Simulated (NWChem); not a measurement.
BCl$_{3}$; SMILES ClB(Cl)Cl

```xyz
4

B      0.0000     0.0000     0.0000
Cl     0.8762     1.5057     0.0000
Cl     0.8659    -1.5116     0.0000
Cl    -1.7420     0.0059     0.0000
```
Atoms are numbered in this order, from 1.

Computed with NWChem. Pople sets run with spherical d functions. STO-3G and 3-21G are far too small for this property and stand as cheap habits. The geometry was optimised at PBE0/def2-SVP. Vertical excitations in the gas phase; the lowest state need not have the same character in each row.

```tsv
level	basis functions	lowest excitation, singlet (eV)	oscillator strength of that lowest state	lowest state with f > 0.02, singlet (eV)	oscillator strength of that bright state	orbital gap (eV)
Hartree-Fock/3-21G, CIS	48	7.66	0.000	8.89	0.175	14.45
Hartree-Fock/6-31G*, CIS	68	7.71	0.000	8.95	0.180	14.60
Hartree-Fock/6-31+G*, CIS	84	7.69	0.000	8.89	0.178	13.85
Hartree-Fock/def2-SVP, CIS	68	7.89	0.000	9.22	0.169	14.81
Hartree-Fock/def2-SVPD, CIS	101	7.57	0.000	8.80	0.190	13.94
Hartree-Fock/def2-TZVP, CIS	142	7.58	0.000	8.83	0.162	14.61
Hartree-Fock/aug-cc-pVDZ, CIS	104	7.60	0.000	8.81	0.178	13.75
```
